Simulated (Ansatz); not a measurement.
# CHOSi (quartet): B2PLYP, RPA-PBE over vertical spin and charge gaps, cc-pVTZ

Aim: run CHOSi (quartet) with these functionals over vertical spin and charge gaps, and hold them against the top wave-function level at the same points.

Method: cc-pVTZ, all electrons in the functionals, frozen cores in the correlation of double hybrids and RPA; program: Ansatz 0.2.0, Gaussian basis.

Plan: B2PLYP, RPA-PBE, at charge 0, quartet; charge 0, doublet; charge 0, sextet; charge 1, triplet; charge 1, quintet.

6 further runs of the same task are left out: 1 for a known fault of the program, 5 set aside as unsound or not needed.

## Step 1: The geometry

The geometry is a PBE0/def2-TZVP stationary point (not a proven minimum).

4 atoms, charge 0, spin multiplicity 4.

Atoms are counted from 1 here; the program's logs count them from 0.

Bond lengths: C1–O2 1.268 Å, O2–Si3 1.699 Å, Si3–H4 1.496 Å. Angles: C1–O2–Si3 139.4°, O2–Si3–H4 117.6°.

No dispersion term is added.

The geometry shown and the zero of energy belong to the point charge 0, quartet. The yardstick, UCCSDT(Q), and other wave-function levels (R restricted, U unrestricted, valence and pair active spaces) come from earlier runs.

## Step 2: B2PLYP, charge 0, quartet

in.yaml reads:

```yaml
crystal:
  periodic: [false, false, false]
  atoms:
    - {symbol: C, position_ang: [0.000000, 0.333035, 1.722367]}
    - {symbol: O, position_ang: [0.000000, -0.312160, 0.630489]}
    - {symbol: Si, position_ang: [0.000000, -0.015246, -1.042169]}
    - {symbol: H, position_ang: [0.000000, 1.411369, -1.492570]}
basis:
  gaussian: {orbitals: cc-pVTZ}
magnetization: {spin_polarized: true, initial_magnetization: 3}
hamiltonian: {xc: {name: B2PLYP}}
correlation: {electrons: outside_noble_gas}
```

Launch:

```
> ansatz run in.yaml --threads 2 --pin off --events-out ev --progress --plain --max-ram 24576MiB --backend cuda --devices 0, --max-vram 18GiB
```

The runs that follow: B2PLYP, charge 0, doublet; B2PLYP, charge 0, sextet; B2PLYP, charge 1, triplet; B2PLYP, charge 1, quintet; RPA-PBE, charge 0, quartet; RPA-PBE, charge 0, doublet; RPA-PBE, charge 0, sextet; RPA-PBE, charge 1, triplet; RPA-PBE, charge 1, quintet.

Q: Predict the results of all the runs planned. Wanted: quartet to doublet, UCCSDT(Q); quartet to sextet, UCCSDT(Q); ionisation to the triplet cation, UCCSDT(Q); ionisation to the quintet cation, UCCSDT(Q); largest miss, B2PLYP; largest miss, RPA-PBE.

As calculated:

| quantity | value |
| --- | --- |
| quartet to doublet, UCCSDT(Q) | -31.0 kcal/mol |
| quartet to sextet, UCCSDT(Q) | 90.0 kcal/mol |
| ionisation to the triplet cation, UCCSDT(Q) | 162.2 kcal/mol |
| ionisation to the quintet cation, UCCSDT(Q) | 251.0 kcal/mol |
| largest miss, B2PLYP | +3.0 kcal/mol (quartet to sextet) |
| largest miss, RPA-PBE | -6.5 kcal/mol (quartet to doublet) |

Of the functionals, B2PLYP keep the smallest largest miss at the points compared (at most 3.0 kcal/mol) and RPA-PBE strays most (6.5 kcal/mol, at quartet to doublet). Functionals and the yardstick converge differently with the basis, so part of each miss in cc-pVTZ is the basis.
